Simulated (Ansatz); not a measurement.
System (SMILES): [PH2] (PH2), doublet.
Atoms: P1, H2, H3. Bonds: P1-H2, P1-H3.

Basis-set convergence of the optimised P1-H2 bond length at MP2 with Ansatz (a quantum-chemistry and plane-wave program). The reference of a correlated method is not its basis-set limit, which lies further on. Cartesian d functions, on some or all atoms, in 6-311G**, 6-311+G**; all else is spherical. Cores are frozen. Open shells are unrestricted. No added dispersion term, no relativity. Reference: the value in aug-cc-pV(Q+d)Z, 1.4113 Å, itself unsure by roughly 0.0005 Å (its mean distance from cc-pV(5+d)Z, def2-QZVPP, cc-pV(Q+d)Z). Deviations are taken from unrounded values.

```
basis            functions  optimised P1-H2 bond length (Å)
---------------  ---------  -------------------------------
cc-pV(D+d)Z             33                           1.4225
aug-cc-pV(D+d)Z         50                           1.4246
6-311G**                39                           1.4132
6-311+G**               43                           1.4126
cc-pV(T+d)Z             67                           1.4121
aug-cc-pV(T+d)Z        101                           1.4126
def2-TZVPP              70                           1.4115
def2-TZVPPD             82                           1.4117
cc-pV(Q+d)Z            124                           1.4110
aug-cc-pV(Q+d)Z        181                           1.4113
```

What the diffuse functions change, pair by pair:
- cc-pV(D+d)Z to aug-cc-pV(D+d)Z: 17 more functions, deviation 0.0111 to 0.0132 Å
- 6-311G** to 6-311+G**: 4 more functions, deviation 0.0018 to 0.0013 Å
- cc-pV(T+d)Z to aug-cc-pV(T+d)Z: 34 more functions, deviation 0.0007 to 0.0013 Å
- def2-TZVPP to def2-TZVPPD: 12 more functions, deviation 0.0001 to 0.0003 Å
- cc-pV(Q+d)Z to aug-cc-pV(Q+d)Z: 57 more functions, deviation -0.0004 to 0.0000 Å

Leaving out the reference's own pair, they bring the value nearer the reference by more than 0.0005 Å in 1 of 4 pairs.
